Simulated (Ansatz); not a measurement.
Elastic constant C44 (GPa) of 37 elemental metals, computed with PBE in Ansatz (PAW) and with LDA in Ansatz (PAW). The set holds measured phases with no doubt noted on the run or the magnetic state but for the caveats below. 6 more of the class have both values but aren't in it, for one of these reasons: built or high-temperature cells, doubts on the run or the magnetic state, unlike cells, values of zero, layered or molecular crystals. Solids without a value at one level (not run, failed, or a magnetic order lost), or held back for tests, aren't counted.

Every twentieth of the way through the set, in order of the shift (worked out from unrounded values):

```
solid           PBE   LDA  shift (%)
-------------  ----  ----  ---------
hcp Zr         26.6  17.0        -36
hcp Ti         44.3  36.5      -17.6
hcp Y          25.4  25.9       +2.2
bcc Li         11.6  11.9       +2.5
fcc Al         27.7  30.2       +9.0
hcp Os          258   285      +10.4
hcp Tc          137   155      +12.9
bcc Na         6.30  7.24      +14.8
hcp Ru          188   216      +15.2
bcc Ba         10.4  12.2      +17.3
double-hcp La  14.8  17.4      +17.6
hcp Lu         30.7  36.5      +19.0
fcc Ni          133   161        +21
hcp Co         98.3   121        +23
fcc Cu         80.6   102        +27
hcp Tl         7.22  9.29        +29
fcc Pt         61.7  80.2        +30
fcc Au         30.3  40.9        +35
fcc Sr         9.95  13.7        +38
bcc Fe          106   155        +46
hcp Cd         8.52  18.5       +117
```

The shift from PBE to LDA has a median of +17.6 %, and eight in ten lie between -4.1 % and +40 %; LDA is the larger in 33 of 37. Each level is at its own cell, so the shift holds the change of volume too.

Ansatz's runs of these crystals have no spin polarisation, but for bcc Fe, hcp Co, fcc Ni.

Density-functional runs with spin start from parallel moments for bcc Fe, parallel moments for hcp Co, parallel moments for fcc Ni.

Spin–orbit coupling is left out, also for the solids with elements from indium on (fcc Pt, hcp Os, bcc Ba, white tin (β-Sn), double-hcp La, hcp Tl, fcc Ir, hcp Re, bcc Cs, hcp Hf and 3 more); its size isn't shown.

Each level is taken at its own relaxed cell. Ansatz's density-functional and Hartree–Fock values are scalar-relativistic unless marked +SOC, with PAW data made under PBE.

Ansatz is a first-principles code.
